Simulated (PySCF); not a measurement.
A structure optimised at B3LYP-D3(BJ)/def2-TZVPD, used in a PySCF frequency run:

```xyz
5

Si     0.0000     0.0000     0.0000
H      0.8546    -0.8546    -0.8546
H     -0.8546    -0.8546     0.8546
H     -0.8546     0.8546    -0.8546
H      0.8546     0.8546     0.8546
```
Charge 0, spin multiplicity 1.

Task: Write its SMILES, formula and point group.

Result: [SiH4], H₄Si, Td

Task: What are its rotational constants (standard atomic weights)?

Result: 85.806, 85.806, 85.806 GHz
